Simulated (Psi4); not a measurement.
Reaction (SMILES): FCF → F[CH-]F + H+
B3LYP-D3(BJ)/def2-TZVP geometries, fixed; electronic energies without zero-point terms.

Effect of the grid (radial, spherical points) at wB97X-V/def2-TZVP with Psi4, against the last row, where the deprotonation energy is 411.64 kcal/mol.

```tsv
setting	grid points, largest species	largest shift of a total energy (mEh)	shift of the deprotonation energy (kcal/mol)
grid: 35, 110	18976	-0.040	-0.012
grid: 50, 194	47690	0.006	-0.001
grid: 75, 302	109682	-0.021	0.017
grid: 99, 590	281900	0.000	0.000
grid: 150, 974	700602	0.000	0.000
```

Within 0.02 kcal/mol in the deprotonation energy: grid: 35, 110; grid: 50, 194; grid: 75, 302; grid: 99, 590. The largest shift is 0.040 mEh in a total energy and 0.017 kcal/mol in the difference.
